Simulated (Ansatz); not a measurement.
Forms of AlNH2 and their order

Ansatz 0.2.0, basis cc-pVDZ; geometries are PBE0/def2-TZVP minima. Wave-function levels freeze the cores; HF, MP2 and coupled cluster are restricted for singlets and unrestricted otherwise, Kohn–Sham unrestricted where that lies lower. The reference is CCSDT(Q) (coupled cluster only where its series has nearly closed). Semilocal and hybrid functionals correlate all electrons outside any core potential and usually lie nearer their basis limit than the reference, so part of their error here is the reference's basis and frozen-core error; RPA and the MP2 part of double hybrids freeze the same cores as the reference. None of these values is a measured one. Energies are electronic, without zero-point terms. The set is small: such energies can lie up to about 0.3 eV from the limit, spin gaps mostly less, so near ties and functionals' places can change in larger sets. No spin–orbit coupling and no scalar relativity. The species are chosen: bound, without strong static correlation by their natural occupations or amplitudes, and with a ladder that closes on the reference, so errors are smaller than for species at large; levels whose determinant breaks symmetry or spin markedly are left out.

A. singlet; N–Al 1.796, N–H 1.012, angles at N 109/126°. Coordinates (Å): Al 0.000 0.000 0.697; N 0.000 0.000 -1.099; H 0.000 0.822 -1.689; H 0.000 -0.822 -1.689
B. triplet; N–Al 1.882, Al–H 1.583, angles at Al 118/124°. Coordinates (Å): Al 0.000 0.000 0.578; N 0.000 0.000 -1.304; H 0.000 1.397 1.322; H 0.000 -1.397 1.322
C. singlet; N–Al 1.614, Al–H 1.559, N–H 0.997, angles at N 169°, angles at Al 174°. Coordinates (Å): Al 0.000 -0.021 0.664; N 0.000 0.038 -0.949; H 0.000 0.096 2.219; H 0.000 -0.113 -1.934
D. triplet; N–Al 1.771, N–H 1.007, angles at N 112/124°. Coordinates (Å): Al 0.000 0.000 0.686; N 0.000 0.000 -1.085; H 0.000 0.833 -1.650; H 0.000 -0.833 -1.650

Question: From bonding and spin, estimate the order of these in energy at CCSDT(Q), each at its own geometry.

Answer: At CCSDT(Q), above the lowest of those listed: A (0.0 kJ/mol), C (181.2 kJ/mol), D (240.1 kJ/mol), B (366.1 kJ/mol).

| level | C less A (kJ/mol) | D less A (kJ/mol) | B less A (kJ/mol) |
| --- | --- | --- | --- |
| CCSDT(Q) | 181.2 | 240.1 | 366.1 |
| HF | 220.5 | 165.5 | 220.9 |
| MP2 | 167.0 | 218.0 | 386.0 |
| CCSD(T) | 184.0 | 240.1 | 365.7 |
| CCSDT | 183.5 | 240.0 | 365.0 |
| PBE | 175.7 | 232.7 | 398.7 |
| PBE0 | 191.6 | 227.4 | 380.4 |
| wB97M-V | 194.2 | 277.7 | 393.0 |
| RPA-PBE | 183.5 | 245.2 | 352.9 |

Every level shown puts the same form lowest.

Another order above it: HF. The geometries are PBE0's, not this basis's own minima.
